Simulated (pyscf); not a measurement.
Structures and frequencies: ωB97X-D3(BJ)/def2-SVP in PySCF.

Problem. For the elementary gas-phase step `[CH4]` + `[BH3]` → `[BH2][CH3]` + `[H][H]` (singlet surface; C–H, C–H, B–H broken, B–C, C–H, H–H formed), what barrier and reaction energy does HF/def2-TZVP give, measured from the separated reactants?

Solution. ΔE‡ = 3.49 eV, ΔE = +0.38 eV. ωB97M-D3(BJ)/def2-TZVP gives 2.60 eV and +0.15 eV. Zero-point energy shifts the barrier by -0.04 eV. It is a multi-bond step, with an imaginary mode of 1047i cm⁻¹. This saddle turned up in a search for another step; its sides and bond changes are read from the two ends of the descent. Another saddle between the same species, by other bonds, lies lower (0.76 eV against 2.60 eV at ωB97M-D3(BJ)/def2-TZVP).
